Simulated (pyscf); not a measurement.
A first-order saddle from PySCF, ωB97X-D3(BJ)/def2-SVP:

```xyz
10

C     -1.1966    -0.8252     0.1841
Al     0.1225     0.8512     0.1717
H     -0.8150    -1.7820    -0.2044
H     -2.2982    -0.8317     0.1396
H     -0.9767    -0.8259     1.2727
H     -0.4503     2.0135     1.0919
H      1.6199     0.3449     0.2286
O     -0.5655     0.9826    -1.5845
H     -1.0768     0.0916    -0.9596
H     -1.1681     1.6918    -1.8413
```
Charge 0, spin multiplicity 1.

Surface: singlet, charge 0. Lowest wavenumbers (cm⁻¹): 1362i, 65, 378, 384, 436.

### Question
Name the species on either side of this saddle.

### Answer
`[CH3][AlH2]` + `[OH2]` ⇌ `[CH4]` + `[OH][AlH2]`, a four-centre exchange read from left to right: Al–C, H–O broken and C–H, Al–O formed. At CCSD(T)/def2-TZVPP + ΔMP2(QZVPP) it lies -0.05 eV from the left side and +1.48 eV from the right (each side as separated species at their lowest minima found). On the reactant side the descent ends in an adduct with a Al–O contact, 0.92 eV under the separated species and 0.75 eV under the saddle at ωB97X-D3(BJ)/def2-TZVP. At CCSD(T) the saddle lies under the separated reactants, which points to a path from their complex (located at ωB97X-D3(BJ) alone). What is counted as formed (Al–O) is already present as a longer contact in the reactant adduct; forming that adduct is a step of its own. At the saddle there is also a short Al–H contact that neither side keeps. At ωB97X-D3(BJ) the barrier from the zero used here is -0.17 eV. One saddle was located; it need not be the lowest between these sides. The CCSD(T) − MP2 part came from Ansatz, without density fitting, on the same reference.
